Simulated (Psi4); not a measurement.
# SiN2H5 (SMILES N[SiH]N): UMP3/def2-SVPD

Aim: the vertical electron affinity of SiN2H5 at UMP3/def2-SVPD, from 2 runs. 

Program for the calculation: Psi4 1.11.

## 1. The structure to begin with

SiN2H5: 8 atoms, total charge 0, spin state doublet. As SMILES, `N[SiH]N`. The coordinates come from a PBE0-D4/def2-TZVP relaxation. This is one conformer, not always the lowest.

Bond lengths: N1–Si2 1.713 Å, Si2–N3 1.720 Å, N1–H4 1.008 Å, N1–H5 1.005 Å, Si2–H6 1.504 Å, N3–H7 1.008 Å, N3–H8 1.008 Å. Angles: N1–Si2–N3 106.1°, N1–Si2–H6 117.2°, N3–Si2–H6 103.6°, Si2–N1–H4 122.2°, Si2–N1–H5 121.8°, Si2–N3–H7 120.2°, Si2–N3–H8 119.6°, H4–N1–H5 112.8°, H7–N3–H8 111.5°.

## 2. A single-point energy at UMP3/def2-SVPD

Contents of job.inp:

```
memory 2.2 GB

molecule mol {
  0 2
  N
  Si 1 R2
  N 2 R3 1 A3
  H 1 R4 2 A4 3 D4
  H 1 R5 4 A5 2 D5
  H 2 R6 1 A6 5 D6
  H 3 R7 2 A7 6 D7
  H 3 R8 7 A8 2 D8

  R2 = 1.712841
  R3 = 1.72046
  A3 = 106.10273
  R4 = 1.008265
  A4 = 122.17987
  D4 = 43.63343
  R5 = 1.004655
  A5 = 112.76056
  D5 = -160.06737
  R6 = 1.504214
  A6 = 117.1628
  D6 = 86.90597
  R7 = 1.007932
  A7 = 120.16142
  D7 = -179.4117
  R8 = 1.007558
  A8 = 111.47268
  D8 = -147.47527
  symmetry c1
}

set globals {
  reference       uhf
  puream          true
  e_convergence   1e-09
  d_convergence   1e-08
  scf_type        pk
  num_frozen_docc 7
  maxiter         100
  mp_type         conv
}

e = energy("mp3/def2-SVPD")
print_variables()
```

Started as:

```console
$ psi4 -i job.inp -o job.out -n 1
```

job.out, shortened:

```text
[...]
  Running in c1 symmetry.
[...]
  Nuclear repulsion =  111.028692667126492
[...]
  Multiplicity = 2
[...]
  Nalpha       = 17
  Nbeta        = 16
[...]
    Number of basis functions: 104
[...]
   @UHF iter   1:  -400.44015893446209   -6.19296e-01   5.20418e-03 DIIS/ADIIS
[...]
   @UHF iter  14:  -400.59364245063722   -3.35376e-12   5.22373e-09 DIIS
[...]
   @S^2 Observed:                7.545164372E-01
[...]
    Orbital Energies [Eh]
    ---------------------
    Alpha Occupied:
       1A    -68.773770     2A    -15.541665     3A    -15.537906
       4A     -6.136671     5A     -4.252274     6A     -4.245044
       7A     -4.244135     8A     -1.138306     9A     -1.109065
      10A     -0.715395    11A     -0.666362    12A     -0.658266
      13A     -0.572020    14A     -0.518415    15A     -0.455864
      16A     -0.409754    17A     -0.296186
    Alpha Virtual:
      18A      0.096617    19A      0.117486    20A      0.141143
      21A      0.171273    22A      0.181387    23A      0.188340
      24A      0.208130    25A      0.221010    26A      0.234051
[...]
  @UHF Final Energy:  -400.59364245063722
   => Energetics <=
    Nuclear Repulsion Energy =            111.0286926671264922
    One-Electron Energy =                -773.1740117507865762
    Two-Electron Energy =                 261.5516766330228506
    Total Energy =                       -400.5936424506372191
  UHF NO Occupations:
  HONO-2 :   15  A 1.9995498
  HONO-1 :   16  A 1.9984694
[...]
 Multipole Moments:
 ------------------------------------------------------------------------------------
     Multipole            Electronic (a.u.)      Nuclear  (a.u.)        Total (a.u.)
 ------------------------------------------------------------------------------------
 L = 1.  Multiply by 2.5417464519 to convert [e a0] to [Debye]
 Dipole X            :          0.9977195           -0.9253270            0.0723926
 Dipole Y            :          0.9073087           -1.1673223           -0.2600137
 Dipole Z            :          0.4193807           -0.5978547           -0.1784740
 Magnitude           :                                                    0.3235750
[...]
	SCS-MP2 Total Energy (a.u.)        :  -401.04293519010650
	SOS-MP2 Total Energy (a.u.)        :  -401.04062020449993
[...]
	SOS-PI-MP2 Total Energy (a.u.)     :  -401.07500310864322
[...]
	MP2 Total Energy (a.u.)            :  -401.04756516131960
[...]
	SCS-MP3 Total Energy (a.u.)        :  -401.04938664057681
[...]
	MP3 Total Energy (a.u.)            :  -401.07337096320083
[...]
```

Wall time 31 s (1 thread of Intel Xeon Platinum 8488C (Sapphire Rapids), shared host); peak memory 1.1 GiB.

## 3. The singlet anion, same level

Contents of job.inp:

```
memory 2200 mb

molecule molecule1 {
  -1 1
  N     -1.027000     0.622100    -0.768300
  Si     0.527700     0.579900    -0.050700
  N      0.789500    -1.052600     0.425100
  H     -1.817900     0.144500    -0.364600
  H     -1.296600     1.349400    -1.406800
  H      0.716400     1.354100     1.225100
  H      0.730800    -1.794000    -0.255200
  H      1.468900    -1.260500     1.139500
  symmetry c1
}

set globals {
  basis def2-SVPD
  puream true
  e_convergence 1e-09
  d_convergence 1e-08
  scf_type pk
  num_frozen_docc 7
  mp_type conv
}

energy_value, wavefunction = energy('mp3', return_wfn=True)
```

Started as:

```console
$ psi4 job.inp job.out -n 1
```

job.out, shortened:

```text
[...]
  Running in c1 symmetry.
[...]
  Nuclear repulsion =  111.028710907775093
[...]
  Multiplicity = 1
[...]
  Nalpha       = 17
  Nbeta        = 17
[...]
    Number of basis functions: 104
[...]
   @RHF iter   1:  -400.31917447476428   -4.98311e-01   6.00474e-03 DIIS/ADIIS
[...]
   @RHF iter  13:  -400.54217294076648   -2.73417e-11   7.15886e-09 DIIS
[...]
    Orbital Energies [Eh]
    ---------------------
    Doubly Occupied:
       1A    -68.517522     2A    -15.341838     3A    -15.340849
       4A     -5.880776     5A     -3.991915     6A     -3.991130
       7A     -3.989653     8A     -0.938510     9A     -0.912210
      10A     -0.497809    11A     -0.472101    12A     -0.461999
      13A     -0.368605    14A     -0.293993    15A     -0.242154
      16A     -0.208779    17A      0.011498
[...]
  @RHF Final Energy:  -400.54217294076648
   => Energetics <=
    Nuclear Repulsion Energy =            111.0287109077750927
    One-Electron Energy =                -780.2650799488096709
    Two-Electron Energy =                 268.6941961002680728
    Total Energy =                       -400.5421729407664770
[...]
 Multipole Moments:
 ------------------------------------------------------------------------------------
     Multipole            Electronic (a.u.)      Nuclear  (a.u.)        Total (a.u.)
 ------------------------------------------------------------------------------------
 L = 1.  Multiply by 2.5417464519 to convert [e a0] to [Debye]
 Dipole X            :         -0.2194989           -1.0399584           -1.2594573
 Dipole Y            :         -0.4820668           -0.9494806           -1.4315474
 Dipole Z            :         -0.3128840            0.7702429            0.4573589
 Magnitude           :                                                    1.9608003
[...]
	SCS-MP2 Total Energy (a.u.)        :  -401.02546656468286
	SOS-MP2 Total Energy (a.u.)        :  -401.02324780473185
[...]
	SOS-PI-MP2 Total Energy (a.u.)     :  -401.06025356349841
[...]
	MP2 Total Energy (a.u.)            :  -401.02990408458487
[...]
	SCS-MP3 Total Energy (a.u.)        :  -401.03238559560214
[...]
	MP3 Total Energy (a.u.)            :  -401.05758020826210
[...]
```

It took 17 s on 1 thread of Intel Xeon Platinum 8488C (Sapphire Rapids), shared host; peak memory 1 GiB.

## 4. Outcome

At UMP3/def2-SVPD, 7 core orbitals frozen:

| quantity | value |
| --- | --- |
| doublet SiN2H5: total energy | -401.07337 Eh |
| doublet SiN2H5: HOMO energy (Hartree–Fock orbitals) (highest over α and β) | -8.06 eV |
| doublet SiN2H5: LUMO energy (Hartree–Fock orbitals) (lowest over α and β) | 1.92 eV |
| doublet SiN2H5: correlation energy (7 core orbitals frozen) | -479.7 mEh |
| doublet SiN2H5: ⟨S²⟩ of the reference determinant | 0.755 |
| singlet anion: total energy | -401.05758 Eh |
| singlet anion: HOMO energy (Hartree–Fock orbitals) | 0.31 eV |
| singlet anion: LUMO energy (Hartree–Fock orbitals) | 6.94 eV |
| singlet anion: HOMO–LUMO gap (to an unbound level, set by the basis) | 6.62 eV |
| singlet anion: correlation energy (7 core orbitals frozen) | -515.4 mEh |
| vertical electron affinity (to the singlet anion) | -0.430 eV |

**Reading.** The anion lies 0.43 eV (9.9 kcal/mol) above the neutral: the electron isn't bound at this level, and such a value depends on the basis. The HOMO (singlet anion) lies at positive energy, 0.31 eV: the electron is unbound at this level or held by a compact basis; values depend on the basis.
